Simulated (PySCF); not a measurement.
Species: C4H9S2 (doublet state).
Z-matrix (Å and degrees, GFN2-xTB geometry), rows numbered from 1:
```
C 
C   1  1.5159
S   2  1.8365  1  112.32
C   3  1.7317  2  102.17  1    98.04
C   4  1.4907  3  116.69  2   165.67
S   4  1.7657  3  118.17  2   -45.81
H   1  1.0876  2  110.48  3    58.05
H   1  1.0875  2  110.73  3   -62.31
H   1  1.0882  2  109.64  3   177.95
H   2  1.0885  1  111.89  3   120.01
H   2  1.0899  1  110.96  3  -117.20
H   5  1.0877  4  109.25  3   -33.11
H   5  1.0941  4  112.43  3    87.02
H   5  1.0919  4  110.17  3  -152.82
H   6  1.3343  4   94.80  3   169.46
```

The hyperfine couplings belong to this conformer and change with its torsions.

Identity: `CCS[C](C)S` [radical].

Level of theory: UKS B3LYP, pcH-1 on C H S, non-relativistic, mean-field spin-orbit, GIAO (PySCF 2.14.0). Isolated species at its GFN2-xTB geometry (one conformer only). The geometry wasn't refined by DFT: couplings that depend on bond lengths, twists or pyramidal angles can differ widely from those at the functional's own minimum. Stability of the SCF solution: not tested.

Q: Match the computed a_iso(13C) values +183.5, -19.1, +12.2, +4.3 MHz with the sites C1; C2; C4; C5.

A: 
```
site  a_iso (MHz)  ρ(0) (bohr⁻³)                 position  distance from C4 (Å)  spin population  largest |T| (MHz)
  C1         +4.3        +0.0038          3 bonds from C4                  3.63             0.00                0.6
  C2        +12.2        +0.0108          2 bonds from C4                  2.78            +0.01                4.4
  C4       +183.5        +0.1628  largest spin population                  0.00            +0.73              132.9
  C5        -19.1        -0.0170           1 bond from C4                  1.49            -0.05                3.0
```

ρ(0) is the spin density at the nucleus and T the dipolar tensor; a_iso includes a spin–orbit part; entries for several nuclei are means. Largest spin populations (Mulliken): C4 (+0.73), S3 (+0.12) and S6 (+0.11). No atom but C4 exceeds +0.15. The angles at C4 add up to 352.2°, so it is slightly pyramidal.

Nuclei that the bonding pattern makes equivalent are averaged, as if the motion that swaps them (rotation, inversion, ring flip) were fast. The three 1H nuclei of mean +50.0 MHz run from 4.2 to 92.1 MHz in the frozen geometry.

Time: 79 s wall (with the writing of density and orbital grids); peak memory 0.91 GiB. Hardware: one thread, Arm Neoverse V1 (aarch64), shared host.
